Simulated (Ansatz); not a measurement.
Process, species as SMILES: Cl (HCl) → [Cl-] + H+
B3LYP-D3(BJ)/def2-TZVP geometries, fixed; electronic energies without zero-point terms.
Largest species:
```xyz
2

Cl     0.0000     0.0000    -0.0712
H      0.0000     0.0000     1.2108
```
Charge 0, spin multiplicity 1.

How fast the deprotonation energy converges with the basis for several methods (Ansatz, a first-principles code): deviation from each method's own reference, in kcal/mol. References: CCSD(T) 336.72 kcal/mol, Hartree-Fock in aug-cc-pV(5+d)Z plus the correlation part extrapolated as X^-3 from aug-cc-pV(Q+d)Z and aug-cc-pV(5+d)Z; HF 336.16 kcal/mol, the value in aug-cc-pV(5+d)Z; MP2 334.55 kcal/mol, Hartree-Fock in aug-cc-pV(5+d)Z plus the correlation part extrapolated as X^-3 from aug-cc-pV(Q+d)Z and aug-cc-pV(5+d)Z; PBE 336.15 kcal/mol, the value in aug-cc-pV(5+d)Z; PBE0 337.44 kcal/mol, the value in aug-cc-pV(5+d)Z; r2SCAN 336.94 kcal/mol, the value in aug-cc-pV(5+d)Z. Cartesian d functions, on some or all atoms, in 6-31G**; all else is spherical. In correlated methods cores are frozen. No added dispersion term, no relativity. 

| basis | functions | CCSD(T) | HF | MP2 | PBE | PBE0 | r2SCAN |
|---|---|---|---|---|---|---|---|
| 3-21G | 15 | -5.20 | -12.51 | -5.34 | -1.70 | -6.28 | -6.89 |
| def2-SVP | 23 | 32.25 | 19.63 | 30.78 | 26.66 | 22.74 | 21.85 |
| 6-31G** | 24 | 13.42 | 2.72 | 12.62 | 8.79 | 5.84 | 5.52 |
| 6-311++G(2d,2p) | 45 | 2.71 | -2.24 | 1.28 | -1.20 | -1.54 | -1.69 |
| pcseg-2 | 48 | 11.85 | 2.50 | 10.92 | 5.28 | 3.78 | 3.56 |
| def2-QZVPPD | 112 | 1.28 | -0.04 | 1.35 | -0.06 | -0.03 | -0.06 |
| pcseg-4 | 166 | 1.14 | 0.16 | 1.25 | 0.41 | 0.26 | 0.25 |
| aug-cc-pV(5+d)Z | 216 | 0.31 | 0.00 | 0.38 | 0.00 | 0.00 | 0.00 |

Mean absolute deviation over 6-311++G(2d,2p), pcseg-2: HF 2.37, r2SCAN 2.62, PBE0 2.66, PBE 3.24, MP2 6.10, CCSD(T) 7.28 kcal/mol.
